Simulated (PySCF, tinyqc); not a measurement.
CCSD on RHF in the sto-3g basis, for HF, spin multiplicity 1, step by step. The lowest restricted solution is unstable here: a spin-polarised one lies 0.0010 hartree lower (PySCF). Computed by tinyqc, a small Python program that keeps every step (integrals from PySCF). Settings: charge = 0, multiplicity = 1, basis = sto-3g, method = RHF, energy threshold = 1e-10, iteration cap = 52, orthogonalisation = symmetric, start = Wolfsberg-Helmholz matrix, DIIS depth = 6, amplitude equations = CCSD, DIIS depth for amplitudes = 4, cap on updates = 81. Command: `OMP_NUM_THREADS=1 python tinyqc.py 22023 22024 out.jsonl` (the two numbers bound the seeds that draw the settings). One thread of a shared host (Intel(R) Xeon(R) Processor @ 2.60GHz), about 0.2 s of CPU time with the checks. The early iterations of the SCF are left out here.

## One-electron integrals

Geometry (angstrom):
```
atom       x       y       z
F     0.0000  0.0000  0.0000
H     0.0000  0.0000  1.2320
```

Basis sto-3g: exponents (1/bohr^2) and contraction coefficients of normalised primitives:
```
element  l (shell)  exponent  coefficient
F            s (1)  166.6791       0.1543
F            s (1)   30.3608       0.5353
F            s (1)    8.2168       0.4446
F            s (2)    6.4648      -0.1000
F            s (2)    1.5023       0.3995
F            s (2)    0.4886       0.7001
F            p (3)    6.4648       0.1559
F            p (3)    1.5023       0.6077
F            p (3)    0.4886       0.3920
H            s (1)    3.4253       0.1543
H            s (1)    0.6239       0.5353
H            s (1)    0.1689       0.4446
```

Overlap, kinetic and nuclear-attraction integrals over the contracted functions; the nuclear repulsion is the sum of Za Zb / Rab.

nuclear repulsion = 3.865743 hartree

overlap S, order 1F 1s, 1F 2s, 1F 2px, 1F 2py, 1F 2pz, 2H 1s:
$$\begin{pmatrix}
1.0000 & 0.2380 & 0.0000 & 0.0000 & 0.0000 & 0.0234 \\
0.2380 & 1.0000 & 0.0000 & 0.0000 & 0.0000 & 0.2679 \\
0.0000 & 0.0000 & 1.0000 & 0.0000 & 0.0000 & 0.0000 \\
0.0000 & 0.0000 & 0.0000 & 1.0000 & 0.0000 & 0.0000 \\
0.0000 & 0.0000 & 0.0000 & 0.0000 & 1.0000 & 0.2350 \\
0.0234 & 0.2679 & 0.0000 & 0.0000 & 0.2350 & 1.0000
\end{pmatrix}$$

kinetic energy T (hartree), order 1F 1s, 1F 2s, 1F 2px, 1F 2py, 1F 2pz, 2H 1s:
$$\begin{pmatrix}
36.9846 & -0.2129 & 0.0000 & 0.0000 & 0.0000 & -0.0073 \\
-0.2129 & 1.0380 & 0.0000 & 0.0000 & 0.0000 & 0.0169 \\
0.0000 & 0.0000 & 3.2480 & 0.0000 & 0.0000 & 0.0000 \\
0.0000 & 0.0000 & 0.0000 & 3.2480 & 0.0000 & 0.0000 \\
0.0000 & 0.0000 & 0.0000 & 0.0000 & 3.2480 & 0.0893 \\
-0.0073 & 0.0169 & 0.0000 & 0.0000 & 0.0893 & 0.7600
\end{pmatrix}$$

nuclear attraction V (hartree), order 1F 1s, 1F 2s, 1F 2px, 1F 2py, 1F 2pz, 2H 1s:
$$\begin{pmatrix}
-77.4391 & -9.2790 & 0.0000 & 0.0000 & -0.0083 & -0.9325 \\
-9.2790 & -11.9705 & 0.0000 & 0.0000 & -0.1039 & -2.2827 \\
0.0000 & 0.0000 & -11.8600 & 0.0000 & 0.0000 & 0.0000 \\
0.0000 & 0.0000 & 0.0000 & -11.8600 & 0.0000 & 0.0000 \\
-0.0083 & -0.1039 & 0.0000 & 0.0000 & -11.9139 & -1.7178 \\
-0.9325 & -2.2827 & 0.0000 & 0.0000 & -1.7178 & -5.0449
\end{pmatrix}$$

core Hamiltonian H = T + V (hartree), order 1F 1s, 1F 2s, 1F 2px, 1F 2py, 1F 2pz, 2H 1s:
$$\begin{pmatrix}
-40.4545 & -9.4919 & 0.0000 & 0.0000 & -0.0083 & -0.9399 \\
-9.4919 & -10.9325 & 0.0000 & 0.0000 & -0.1039 & -2.2658 \\
0.0000 & 0.0000 & -8.6120 & 0.0000 & 0.0000 & 0.0000 \\
0.0000 & 0.0000 & 0.0000 & -8.6120 & 0.0000 & 0.0000 \\
-0.0083 & -0.1039 & 0.0000 & 0.0000 & -8.6659 & -1.6286 \\
-0.9399 & -2.2658 & 0.0000 & 0.0000 & -1.6286 & -4.2849
\end{pmatrix}$$

## Two-electron integrals

Functions are numbered as in S; the eight-fold symmetry (ij|kl) = (ji|kl) = (kl|ij) leaves the list below.

Two-electron integrals (ij|kl) in chemists' order, unique and non-zero (hartree):
```
(11|11) 5.4035   (21|11) 0.8419   (21|21) 0.1563   (22|11) 1.2680
(22|21) 0.2923   (22|22) 0.9262   (31|31) 0.0280   (32|31) 0.0432
(32|32) 0.2046   (33|11) 1.2645   (33|21) 0.2924   (33|22) 0.9260
(33|33) 0.9975   (41|41) 0.0280   (42|41) 0.0432   (42|42) 0.2046
(43|43) 0.0538   (44|11) 1.2645   (44|21) 0.2924   (44|22) 0.9260
(44|33) 0.8900   (44|44) 0.9975   (51|51) 0.0280   (52|51) 0.0432
(52|52) 0.2046   (53|53) 0.0538   (54|54) 0.0538   (55|11) 1.2645
(55|21) 0.2924   (55|22) 0.9260   (55|33) 0.8900   (55|44) 0.8900
(55|55) 0.9975   (61|11) 0.0836   (61|21) 0.0154   (61|22) 0.0287
(61|33) 0.0286   (61|44) 0.0286   (61|51) 0.0006   (61|52) 0.0012
(61|55) 0.0288   (61|61) 0.0015   (62|11) 0.2321   (62|21) 0.0543
(62|22) 0.1945   (62|33) 0.1916   (62|44) 0.1916   (62|51) 0.0037
(62|52) 0.0299   (62|55) 0.2002   (62|61) 0.0054   (62|62) 0.0522
(63|31) 0.0054   (63|32) 0.0332   (63|53) 0.0061   (63|63) 0.0074
(64|41) 0.0054   (64|42) 0.0332   (64|54) 0.0061   (64|64) 0.0074
(65|11) 0.1665   (65|21) 0.0394   (65|22) 0.1513   (65|33) 0.1450
(65|44) 0.1450   (65|51) 0.0078   (65|52) 0.0549   (65|55) 0.1636
(65|61) 0.0041   (65|62) 0.0500   (65|65) 0.0549   (66|11) 0.4241
(66|21) 0.1008   (66|22) 0.4176   (66|33) 0.4048   (66|44) 0.4048
(66|51) 0.0077   (66|52) 0.0895   (66|55) 0.4427   (66|61) 0.0101
(66|62) 0.1508   (66|65) 0.1685   (66|66) 0.7746
```

## Orthogonalisation

S = U s U^T; symmetric (Loewdin) form X = U s^(-1/2) U^T, so that X^T S X = 1.

eigenvalues of S: [0.6042, 0.8517, 1.0000, 1.0000, 1.1279, 1.4163]

X, order 1F 1s, 1F 2s, 1F 2px, 1F 2py, 1F 2pz, 2H 1s:
$$\begin{pmatrix}
1.0226 & -0.1270 & 0.0000 & 0.0000 & -0.0031 & 0.0144 \\
-0.1270 & 1.0534 & 0.0000 & 0.0000 & 0.0267 & -0.1490 \\
0.0000 & 0.0000 & 1.0000 & 0.0000 & 0.0000 & 0.0000 \\
0.0000 & 0.0000 & 0.0000 & 1.0000 & 0.0000 & 0.0000 \\
-0.0031 & 0.0267 & 0.0000 & 0.0000 & 1.0229 & -0.1280 \\
0.0144 & -0.1490 & 0.0000 & 0.0000 & -0.1280 & 1.0531
\end{pmatrix}$$

## Starting guess

The start is the generalised Wolfsberg-Helmholz matrix (K = 1.75) built on H; D = 2 C_occ C_occ^T.

D at the start, order 1F 1s, 1F 2s, 1F 2px, 1F 2py, 1F 2pz, 2H 1s:
$$\begin{pmatrix}
2.1025 & -0.4315 & 0.0000 & 0.0000 & 0.0498 & -0.1202 \\
-0.4315 & 1.8351 & 0.0000 & 0.0000 & -0.1858 & 0.3686 \\
0.0000 & 0.0000 & 2.0000 & 0.0000 & 0.0000 & 0.0000 \\
0.0000 & 0.0000 & 0.0000 & 2.0000 & 0.0000 & 0.0000 \\
0.0498 & -0.1858 & 0.0000 & 0.0000 & 1.8828 & 0.1919 \\
-0.1202 & 0.3686 & 0.0000 & 0.0000 & 0.1919 & 0.1028
\end{pmatrix}$$

## Iteration 7 (converged): orbitals

converged F (hartree), order 1F 1s, 1F 2s, 1F 2px, 1F 2py, 1F 2pz, 2H 1s:
$$\begin{pmatrix}
-25.9166 & -6.6254 & 0.0000 & 0.0000 & -0.0154 & -0.6639 \\
-6.6254 & -3.0174 & 0.0000 & 0.0000 & -0.0247 & -0.6516 \\
0.0000 & 0.0000 & -0.4632 & 0.0000 & 0.0000 & 0.0000 \\
0.0000 & 0.0000 & 0.0000 & -0.4632 & 0.0000 & 0.0000 \\
-0.0154 & -0.0247 & 0.0000 & 0.0000 & -0.2193 & -0.4316 \\
-0.6639 & -0.6516 & 0.0000 & 0.0000 & -0.4316 & -0.2947
\end{pmatrix}$$

Diagonalise F' = X^T F X, C = X C', fill 5 alpha and 5 beta electrons from the bottom; D = 2 C_occ C_occ^T. Each column has its largest component positive (the first on a tie).

F' = X^T F X (hartree):
$$\begin{pmatrix}
-25.4478 & -3.3937 & 0.0000 & 0.0000 & -0.0339 & -0.0434 \\
-3.3937 & -1.8187 & 0.0000 & 0.0000 & 0.0592 & -0.3220 \\
0.0000 & 0.0000 & -0.4632 & 0.0000 & 0.0000 & 0.0000 \\
0.0000 & 0.0000 & 0.0000 & -0.4632 & 0.0000 & 0.0000 \\
-0.0339 & 0.0592 & 0.0000 & 0.0000 & -0.1199 & -0.4198 \\
-0.0434 & -0.3220 & 0.0000 & 0.0000 & -0.4198 & -0.0745
\end{pmatrix}$$

orbital energies (hartree): MO1 -25.9259, MO2 -1.4149, MO3 -0.4871, MO4 -0.4632, MO5 -0.4632, MO6 0.3670

coefficients C, order 1F 1s, 1F 2s, 1F 2px, 1F 2py, 1F 2pz, 2H 1s:
$$\begin{pmatrix}
0.9950 & -0.2582 & 0.0511 & 0.0000 & 0.0000 & 0.0536 \\
0.0206 & 0.9962 & -0.2609 & 0.0000 & 0.0000 & -0.2966 \\
0.0000 & 0.0000 & 0.0000 & 0.9984 & -0.0559 & 0.0000 \\
0.0000 & 0.0000 & 0.0000 & 0.0559 & 0.9984 & 0.0000 \\
0.0013 & 0.0255 & 0.6853 & 0.0000 & 0.0000 & -0.7701 \\
-0.0031 & 0.0992 & 0.5965 & 0.0000 & 0.0000 & 0.8843
\end{pmatrix}$$

D after iteration 7, order 1F 1s, 1F 2s, 1F 2px, 1F 2py, 1F 2pz, 2H 1s:
$$\begin{pmatrix}
2.1185 & -0.5001 & 0.0000 & 0.0000 & 0.0594 & 0.0036 \\
-0.5001 & 2.1217 & 0.0000 & 0.0000 & -0.3068 & -0.1138 \\
0.0000 & 0.0000 & 2.0000 & 0.0000 & 0.0000 & 0.0000 \\
0.0000 & 0.0000 & 0.0000 & 2.0000 & 0.0000 & 0.0000 \\
0.0594 & -0.3068 & 0.0000 & 0.0000 & 0.9407 & 0.8227 \\
0.0036 & -0.1138 & 0.0000 & 0.0000 & 0.8227 & 0.7313
\end{pmatrix}$$

Within a degenerate level the vectors are fixed only up to a rotation; this is one choice.

## Convergence

Stop when the energy changes by less than 1e-10 hartree and every element of the error matrix X^T (F D S - S D F) X is below 3e-06.

Course of the cycle:
```
iteration  E (hartree)     change  largest element of the error matrix
1           -98.175760          -                             4.61e-01
2           -98.507251  -3.31e-01                             6.49e-02
3           -98.512331  -5.08e-03                             1.29e-02
4           -98.512445  -1.14e-04                             1.24e-03
5           -98.512447  -1.16e-06                             1.50e-05
6           -98.512447  -1.50e-10                             1.84e-07
7           -98.512447  -8.53e-14                             5.92e-11
```

PySCF RHF in the same basis = -98.512447 hartree

Converged in 7 iterations.

## Populations, bond orders and dipole

Mulliken: Z minus the diagonal of D S on the atom; Loewdin: the same with S^(1/2) D S^(1/2); Mayer order: 2 sum_s sum (D(s) S)_ij (D(s) S)_ji over the two atoms.

Charges (e):
```
atom  Mulliken  Loewdin
1F     -0.1058  -0.0874
2H      0.1058   0.0874
```

Mayer bond orders:
```
pair   order
2-1   0.9888
```

dipole moment about the origin, x y z (debye): [0.0000, 0.0000, 1.0329]

## Integrals over molecular orbitals

(pq|rs) = sum C_ip C_jq C_kr C_ls (ij|kl), one index at a time.

one-electron integrals over orbitals h = C^T H C (hartree):
$$\begin{pmatrix}
-40.4372 & 0.7221 & -0.1347 & 0.0000 & 0.0000 & -0.1465 \\
0.7221 & -9.1238 & 0.4958 & 0.0000 & 0.0000 & 0.7972 \\
-0.1347 & 0.4958 & -6.8388 & 0.0000 & 0.0000 & 2.2454 \\
0.0000 & 0.0000 & 0.0000 & -8.6120 & 0.0000 & 0.0000 \\
0.0000 & 0.0000 & 0.0000 & 0.0000 & -8.6120 & 0.0000 \\
-0.1465 & 0.7972 & 2.2454 & 0.0000 & 0.0000 & -5.9952
\end{pmatrix}$$

Two-electron integrals over orbitals (pq|rs), unique and non-zero (hartree):
```
(11|11) 5.3644    (21|11) -0.5213   (21|21) 0.0799    (22|11) 1.2321
(22|21) -0.0226   (22|22) 0.8718    (31|11) 0.1023    (31|21) -0.0151
(31|22) 0.0067    (31|31) 0.0175    (32|11) -0.1206   (32|21) 0.0052
(32|22) -0.0450   (32|31) 0.0206    (32|32) 0.1361    (33|11) 0.8915
(33|21) -0.0086   (33|22) 0.6946    (33|31) -0.0022   (33|32) -0.0155
(33|33) 0.6796    (41|41) 0.0295    (42|41) 0.0401    (42|42) 0.1891
(43|41) -0.0072   (43|42) -0.0285   (43|43) 0.0358    (44|11) 1.2640
(44|21) -0.0151   (44|22) 0.8944    (44|31) 0.0030    (44|32) -0.0666
(44|33) 0.6813    (44|44) 0.9975    (51|51) 0.0295    (52|51) 0.0401
(52|52) 0.1891    (53|51) -0.0072   (53|52) -0.0285   (53|53) 0.0358
(54|54) 0.0538    (55|11) 1.2640    (55|21) -0.0151   (55|22) 0.8944
(55|31) 0.0030    (55|32) -0.0666   (55|33) 0.6813    (55|44) 0.8900
(55|55) 0.9975    (61|11) 0.1082    (61|21) -0.0173   (61|22) 0.0027
(61|31) -0.0122   (61|32) -0.0233   (61|33) 0.0059    (61|44) 0.0031
(61|55) 0.0031    (61|61) 0.0201    (62|11) -0.1574   (62|21) 0.0041
(62|22) -0.0871   (62|31) -0.0199   (62|32) -0.0757   (62|33) -0.0225
(62|44) -0.0861   (62|55) -0.0861   (62|61) 0.0188    (62|62) 0.0916
(63|11) -0.4188   (63|21) 0.0070    (63|22) -0.2343   (63|31) 0.0015
(63|32) 0.0811    (63|33) -0.0945   (63|44) -0.2442   (63|55) -0.2442
(63|61) -0.0049   (63|62) 0.0374    (63|63) 0.2296    (64|41) -0.0071
(64|42) -0.0289   (64|43) -0.0220   (64|64) 0.0292    (65|51) -0.0071
(65|52) -0.0289   (65|53) -0.0220   (65|65) 0.0292    (66|11) 0.8409
(66|21) -0.0090   (66|22) 0.6409    (66|31) 0.0104    (66|32) 0.0468
(66|33) 0.6494    (66|44) 0.6248    (66|55) 0.6248    (66|61) -0.0074
(66|62) -0.0542   (66|63) -0.0256   (66|66) 0.6765
```

## CCSD: starting amplitudes

t_ij^ab = <ij||ab> / (e_i + e_j - e_a - e_b), whose energy is MP2.

Starting amplitudes (spin orbitals 1a, 1b, ...; amplitudes related by a flip of all spins are not repeated):
```
from      to          t
3a 3b  6a 6b    -0.1344
2a 2b  6a 6b    -0.0257
5a 5b  6a 6b    -0.0176
4a 4b  6a 6b    -0.0176
2a 3b  6a 6b    -0.0142
1a 2b  6a 6b    -0.0007
1a 1b  6a 6b  -3.82e-04
1a 3b  6a 6b   1.79e-04
```

correlation energy = -0.035339 hartree

## CCSD: amplitude update 1

t_i^a D_i^a and t_ij^ab D_ij^ab are set to the remaining terms of the spin-orbital equations, evaluated with the old amplitudes; for the doubles these are <ij||ab> + 1/2 <ab||ef> t_ij^ef + 1/2 <mn||ij> t_mn^ab + P(ij)P(ab) <mb||ej> t_im^ae + terms in t^2 + terms with t1, D the orbital-energy denominators.

Amplitudes after update 1 (spin orbitals 1a, 1b, ...; amplitudes related by a flip of all spins are not repeated):
```
from      to          t
3a 3b  6a 6b    -0.1916
2a 2b  6a 6b    -0.0252
2a 3b  6a 6b    -0.0231
5a 5b  6a 6b    -0.0194
4a 4b  6a 6b    -0.0194
3a        6a     0.0122
2a        6a    -0.0028
1a 2b  6a 6b    -0.0005
1a 1b  6a 6b  -2.79e-04
1a 3b  6a 6b   6.63e-05
1a        6a   3.52e-06
```

correlation energy = -0.049150 hartree

## CCSD: convergence

E_corr = 1/4 sum <ij||ab> t_ij^ab + 1/2 sum <ij||ab> t_i^a t_j^b; stop when the norm of the change is below 1e-8.

Course of the amplitude iterations:
```
update  correlation energy (hartree)  norm of the change
0                          -0.035339                   -
1                          -0.049150            1.18e-01
2                          -0.055058            5.26e-02
3                          -0.059572            2.32e-02
4                          -0.059499            1.09e-03
5                          -0.059543            1.93e-04
6                          -0.059531            6.74e-05
7                          -0.059530            6.05e-06
8                          -0.059530            1.91e-06
9                          -0.059530            1.88e-07
10                         -0.059530            7.09e-08
11                         -0.059530            1.53e-08
12                         -0.059530            5.41e-09
```

Converged amplitudes (spin orbitals 1a, 1b, ...; amplitudes related by a flip of all spins are not repeated):
```
from      to          t
3a 3b  6a 6b    -0.2374
2a 3b  6a 6b    -0.0271
3a        6a     0.0220
2a 2b  6a 6b    -0.0218
5a 5b  6a 6b    -0.0185
4a 4b  6a 6b    -0.0185
2a        6a    -0.0074
1a 2b  6a 6b    -0.0005
1a 1b  6a 6b  -2.65e-04
1a        6a   3.91e-05
1a 3b  6a 6b  -8.35e-06
```

CCSD total energy = -98.571977 hartree

T1 diagnostic, norm of the one-spin t1 over sqrt(correlated electrons) = 0.0074

Converged in 12 updates, with DIIS from the third.
